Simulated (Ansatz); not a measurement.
Two isomers of C6H10: A = `C1C[C@@H]2C[C@@H]2C1`, B = `C=CCCC=C`.

Isolated molecules relaxed with PBE0-D4/def2-TZVP in Ansatz; ΔE leaves out vibrations. CBS: MP2 limit from def2 TZ/QZ plus the TZ coupled-cluster correction, frozen cores. Functionals use def2-TZVPP. Each species was taken in one conformer, which may not be the lowest.

Which isomer does CCSD(T)/CBS put lower? Give the gap. (Best estimate.)

Computed: A, by 13.0 kcal/mol.

Give E(B) − E(A) in kcal/mol with HF/def2-TZVPP, PBE-D4, CCSD(T)/def2-TZVPP, B2PLYP, ωB97M-V, r2SCAN-D4, PBE0-D4. (Estimate.)

Computed: HF/def2-TZVPP 6.2, PBE-D4 16.0, CCSD(T)/def2-TZVPP 13.4, B2PLYP 10.4, ωB97M-V 15.7, r2SCAN-D4 15.8, PBE0-D4 20.2. None reverses the order clearly.

Does the order hold for the free energy at 298.15 K (harmonic terms from PBE0-D4)? (Best estimate.)

The calculation gave: Yes: G(B) − G(A) = +7.9 kcal/mol, for one conformer each.

Largest T1 diagnostic: 0.010.

The D4 term adds +1.5 kcal/mol with B3LYP and +0.6 kcal/mol with PBE0; it sums over pairs of atoms, weighted by their polarisabilities, and B3LYP, whose exchange is more repulsive, gets the larger term. In def2-TZVPP, CCSD(T) changes the Hartree–Fock value by +7.3 kcal/mol (the triples alone add −0.2 kcal/mol) and MP2 by +12.6 kcal/mol.

B3LYP here is the variant with VWN-RPA as its local correlation; programs differ in this.
